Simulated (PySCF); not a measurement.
**Core-level binding energies of epifluorohydrin**

Species: epifluorohydrin, C3H5FO.
Numbering: `[F:1][CH2:2][C@@H:3]1[CH2:4][O:5]1`

Structure used (PBE0-D3(BJ)/def2-SVP), in Å, numbered top down from 1:
```xyz
10
C3H5FO angstrom
F      1.7059    0.0413    1.0765
C      1.2021    0.0347   -0.1974
C     -0.2165    0.5259   -0.1890
C     -1.3366   -0.4034   -0.0529
O     -0.9913    0.1518   -1.3038
H      1.2339   -0.9893   -0.6058
H      1.8315    0.6821   -0.8316
H     -0.3510    1.5613    0.1543
H     -1.1345   -1.4757    0.0669
H     -2.2794   -0.0511    0.3828
```

Theory: delta-SCF UKS SCAN, pcX-2 on the ionised atom, pcseg-1 elsewhere, spin-free X2C (PySCF 2.14.0). Binding energies are ΔSCF values: E(core-ionised, relaxed orbitals) − E(ground state) at a fixed geometry, referred to the vacuum level.

Question: List the computed XPS lines with their assignment.

Answer: 
| atom(s) | bonded to | level | binding energy (eV) | above the level's lowest (eV) | count |
| --- | --- | --- | --- | --- | --- |
| F1 | C | F 1s | 692.78 | 0.00 | 1 |
| C2 | F, C and 2 H | C 1s | 293.47 | +0.88 | 1 |
| C3 | O, 2 C and H | C 1s | 292.66 | +0.07 | 1 |
| C4 | O, C and 2 H | C 1s | 292.59 | 0.00 | 1 |
| O5 | 2 C | O 1s | 538.98 | 0.00 | 1 |

The listed C 1s values span 0.88 eV, from C4 (bonded to O, C and 2 H) to C2 (bonded to F, C and 2 H). The widest gap between neighbouring values is 0.81 eV, between 292.66 and 293.47 eV. Summing the Pauling electronegativity differences to the bonded atoms, each weighted by its formal bond order, gives +0.19 for the lowest site and +0.73 for the highest; no listed site has a larger sum than the highest.

Question: Which photon energy gives electrons from F 1s of F1 a kinetic energy of 50 eV, and what is their de Broglie wavelength?

Answer: hν = 692.78 + 50 = 742.78 eV, recoil neglected; λ = 12.264 Å/√(E/eV) = 1.73 Å.

Isolated species at its PBE0-D3(BJ)/def2-SVP geometry (one conformer only).

On an Arm Neoverse V1 with one thread, shared host, this took 29 s of wall time.
